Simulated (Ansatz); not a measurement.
A nudged elastic band was laid between two geometries of C2H3NO (7 atoms, charge 0, multiplicity 1).

The calculation used RKS PBE/def2-SVP in Ansatz.

```json
{
  "movable images": "7",
  "climbing image": "yes",
  "spring": "5.0 eV/Å²",
  "optimiser": "quadratic models (default)",
  "start path": "IDPP",
  "force threshold": "0.05 eV/Å",
  "iteration limit": "60",
  "end points": "relaxed"
}
```

Image 0:

```xyz
7
Properties=species:S:1:pos:R:3
C -0.789 0.862 0.018
N 0.399 0.453 0.215
C 0.874 -0.838 -0.007
O 1.098 -1.319 -1.101
H -1.620 0.195 -0.309
H -1.032 1.932 0.174
H 1.132 -1.353 0.964
```

Image 8:

```xyz
7
Properties=species:S:1:pos:R:3
C -0.648 0.843 0.327
N 0.398 0.601 -0.371
C 0.764 -0.781 -0.421
O 1.731 -1.189 -1.015
H -1.231 0.045 0.855
H -1.013 1.884 0.429
H 0.061 -1.471 0.151
```

**Question.** Which bonds break or form, and what moves?

**Answer.** No bond is made or broken. The dihedral C1–N2–C3–H7 goes from -112 to 1°.

**Question.** What energy profile does the band end with?

**Answer.** The run converged. The highest image is number 6 of 0 to 8, 3.0 kcal/mol above the first end and 0.1 kcal/mol above the last; the last end lies 2.9 kcal/mol above the first. The top lies less than 8 meV above the higher end, about what the thresholds resolve: that end is a shoulder or a very shallow well. A vibrational analysis at the climbing image gives one clearly imaginary mode, 97i cm⁻¹: a first-order saddle point.

| image | path coordinate (Å) | energy (kcal/mol) | dihedral C1–N2–C3–H7 (°) |
| --- | --- | --- | --- |
| 0 | 0.00 | 0.0 | -112 |
| 1 | 0.26 | 0.2 | -96 |
| 2 | 0.52 | 0.8 | -81 |
| 3 | 0.78 | 1.7 | -66 |
| 4 | 1.03 | 2.4 | -53 |
| 5 | 1.29 | 2.9 | -39 |
| 6 | 1.55 | 3.0 | -26 |
| 7 | 1.81 | 3.0 | -13 |
| 8 | 2.07 | 2.9 | 1 |

**Question.** What is the geometry of the highest image?

**Answer.** 
```xyz
7
Properties=species:S:1:pos:R:3
C -0.687 0.842 0.268
N 0.462 0.594 -0.238
C 0.811 -0.783 -0.338
O 1.597 -1.206 -1.151
H -1.397 0.047 0.611
H -1.023 1.892 0.377
H 0.299 -1.453 0.424
```

Time of the run: 84 s on 1 thread of Arm Neoverse V1, on a shared host, peak memory 0.11 GiB.
